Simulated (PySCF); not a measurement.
## Working out the ionisation energy of Be

Be [He] 2s2 (1S) → Be+ [He] 2s1 (2S). Computed with PySCF 2.14 in x2c-QZVPPall (7s4p2d1f, 36 functions), with scalar relativity by spin-free X2C-1e. Frozen: nothing. Energies in hartree (1 hartree = 27.21139 eV):

```json
{"part": "UHF", "Be (lower)": "-14.575517", "Be+ (upper)": "-14.279903"}
{"part": "CCSD correlation", "Be (lower)": "-0.068267", "Be+ (upper)": "-0.022634"}
{"part": "(T)", "Be (lower)": "-0.000430", "Be+ (upper)": "-0.000021"}
```

What does Hartree-Fock give?

(-14.279903) − (-14.575517) = 0.295614 hartree = 8.044 eV.

What do CCSD and CCSD(T) give?

The CCSD correlation energies differ by 0.045633 hartree = 1.242 eV and the triples by 0.000409 hartree = 0.011 eV, so CCSD gives 9.286 eV and CCSD(T) 9.297 eV.

Measured between the centres of the two terms (NIST): 9.323 eV, so CCSD(T) (valence and next inner shell) is off by -0.026 eV.

What remains against the reference includes basis incompleteness and higher excitations.
